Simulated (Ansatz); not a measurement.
**CH4 (singlet): wave-function methods side by side at distance C1–H3 = 1.174 Å, 6-31G**

How much of the correlation energy of CH4 (singlet) does each wave-function method recover here?

Computed with Ansatz 0.2.0, Gaussian basis. Level: 6-31G, core rule «outside noble gas», up to 1 orbitals frozen.

Plan: UHF; CCSD(T) on RHF; BCCD(T) on RHF; CISD; CCSDT(Q) on RHF; CISDTQ; CCSDTQ on RHF; CASSCF and MRCISD+Q, 2 electrons in 2 orbitals; CASSCF and NEVPT2, 2 electrons in 2 orbitals; CASSCF and MRCISD+Q, 8 electrons in 8 orbitals; CASSCF and MRCISD+Q(relaxed), 8 electrons in 8 orbitals; CASSCF and NEVPT2, 8 electrons in 8 orbitals; Full CI.

18 further runs of the same task are left out: 13 that didn't finish, 5 set aside as unsound or not needed.

### Step 1. The system

The geometry derives from a PBE0/def2-TZVP stationary point (not a proven minimum). One bond is set to the value named and the two fragments are kept rigid.

5 atoms, charge 0, spin multiplicity 1.

Atoms are counted from 1 here; the program's logs count them from 0.

Bond lengths: C1–H2 1.090 Å, C1–H3 1.174 Å, C1–H4 1.090 Å, C1–H5 1.090 Å. Angles: H2–C1–H3 109.5°, H2–C1–H4 109.5°, H2–C1–H5 109.5°, H3–C1–H4 109.5°, H3–C1–H5 109.5°, H4–C1–H5 109.5°.

### Step 2. UHF

File in.yaml:

```yaml
crystal:
  periodic: [false, false, false]
  atoms:
    - {symbol: C, position_ang: [0.003073, 0.003049, -0.003060]}
    - {symbol: H, position_ang: [0.631110, 0.633061, 0.626161]}
    - {symbol: H, position_ang: [-0.677419, -0.672217, 0.674598]}
    - {symbol: H, position_ang: [-0.623521, 0.631214, -0.635558]}
    - {symbol: H, position_ang: [0.633211, -0.628395, -0.628734]}
basis:
  gaussian: {orbitals: 6-31G}
magnetization: {spin_polarized: true, initial_magnetization: 0}
hamiltonian: {xc: hf}
output: {orbitals: {seedname: orbitals}}
```

Launch:

```bash
ansatz run in.yaml --threads 1 --pin off --events-out ev --progress --plain --max-ram 2393MiB
```

After this run come: CCSD(T) on RHF; BCCD(T) on RHF; CISD; CCSDT(Q) on RHF; CISDTQ; CCSDTQ on RHF; CASSCF and MRCISD+Q, 2 electrons in 2 orbitals; CASSCF and NEVPT2, 2 electrons in 2 orbitals; CASSCF and MRCISD+Q, 8 electrons in 8 orbitals; CASSCF and MRCISD+Q(relaxed), 8 electrons in 8 orbitals; CASSCF and NEVPT2, 8 electrons in 8 orbitals; Full CI.

Before running them: what should the planned runs give, taken together? Wanted: FCI below the RHF energy; RMP2 from FCI; RCCSD from FCI; RCCSD(T) from FCI; RCCSDT(Q) from FCI; NEVPT2 pair from FCI; MRCISD+Q pair from FCI; NEVPT2 valence from FCI; T1 diagnostic.

As calculated:

| quantity | value |
| --- | --- |
| FCI below the RHF energy | -3.3136 eV |
| RMP2 from FCI | +56.9 kJ/mol |
| RCCSD from FCI | +5.3 kJ/mol |
| RCCSD(T) from FCI | +0.8 kJ/mol |
| RCCSDT(Q) from FCI | 0.0 kJ/mol |
| NEVPT2 pair from FCI | +47.9 kJ/mol |
| MRCISD+Q pair from FCI | +1.5 kJ/mol |
| NEVPT2 valence from FCI | +22.4 kJ/mol |
| levels within 1 kcal/mol (43 meV) | RCCSD(T), BCCD(T), RCCSDT, CISDTQ, RCCSDT(Q), RCCSDTQ, MRCISD+Q pair, MRCISD valence, MRCISD+Q valence, MRCISD+Q(relaxed) valence |
| T1 diagnostic | 0.004 |
| effectively unpaired electrons | 0.02 |

In words: RCCSD(T) misses by +0.8 kJ/mol, 0.3 % of the correlation energy. MRCISD+Q(relaxed) valence falls below full CI: the +Q correction isn't variational, and the cores differ from full CI's. One determinant dominates. Of the multireference levels listed MRCISD+Q valence comes nearest in total energy (-0.1 kJ/mol), which doesn't show that its space is the better one. These misses are within one basis, not against nature.
